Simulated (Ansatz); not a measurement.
**HC–Al–O, quintet in cc-pVDZ: errors against UCCSDT(Q)**

Geometry: that of the HC–Al–O, triplet, kept fixed.

```json
{"atom": "C", "x (Å)": "0.0000", "y (Å)": "0.0000", "z (Å)": "1.0577"}
{"atom": "Al", "x (Å)": "0.0000", "y (Å)": "0.0000", "z (Å)": "-0.7992"}
{"atom": "O", "x (Å)": "0.0000", "y (Å)": "0.0000", "z (Å)": "-2.3960"}
{"atom": "H", "x (Å)": "0.0000", "y (Å)": "0.0000", "z (Å)": "2.1375"}
```

Basis cc-pVDZ; Ansatz 0.2.0. Correlated methods freeze the noble-gas cores, which leaves 14 electrons in 44 orbitals. R marks a restricted (for open shells ROHF) determinant, U an unrestricted one.

Full CI isn't at hand for all of this; UCCSDT(Q) serves as the reference, and is uncertain by about the last step of the cluster series. The frozen core follows each run's orbitals, which can shift R against U totals by a few meV.

For open shells CISD is restricted-active-space CI with the open shells as a complete middle space.

* UHF ⟨S²⟩: 6.020
* T1 diagnostic (RCCSD): 0.0209
* largest doubles amplitude (RCCSD): 0.045
* T1 diagnostic (UCCSD): 0.0175

**Question.** From what is known of these methods and the diagnostics, rank them by the size of their error in total energy against UCCSDT(Q) in cc-pVDZ, smallest first (an estimate: the text doesn't fix the numbers).
A. RCCSDT(Q)
B. RHF
C. UCCSD(T)
D. RCCSD
E. CISD

**Answer.** A (0.08 kcal/mol), C (1.21 kcal/mol), D (5.88 kcal/mol), E (21.27 kcal/mol), B (201.81 kcal/mol).

All errors are against UCCSDT(Q) in cc-pVDZ. Within each family the higher level lies nearer, as is usual though not guaranteed.
